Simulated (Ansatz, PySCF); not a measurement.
Noncovalent pair: CH4O (SMILES CO) (first 6 atoms) with CH4O (SMILES CO); geometry from S66by8 set.
(charge 0, multiplicity 1):
```xyz
12

O     -1.554     0.325    -0.098
H     -0.610     0.301    -0.302
C     -2.070    -0.963    -0.363
H     -3.128    -0.948    -0.114
H     -1.974    -1.244    -1.414
H     -1.593    -1.738     0.242
O      1.517     0.217    -0.401
H      1.986     0.832    -0.970
C      2.026     0.374     0.921
H      1.472    -0.314     1.551
H      3.085     0.124     0.978
H      1.873     1.385     1.299
```

Counterpoise-corrected where a basis set is named; no monomer relaxation.

Rows in 6-31G* carry no dispersion term and start afresh at each structure (6-31G* with six Cartesian d functions). MP2/6-31G* freezes PySCF's default core.

Codes used: Ansatz (a first-principles code); PySCF for 6-31G* rows, the dispersion terms. 

Question: Estimate the interaction energy that r2SCAN/def2-TZVPPD returns for this input.

Answer: -5.0 kcal/mol
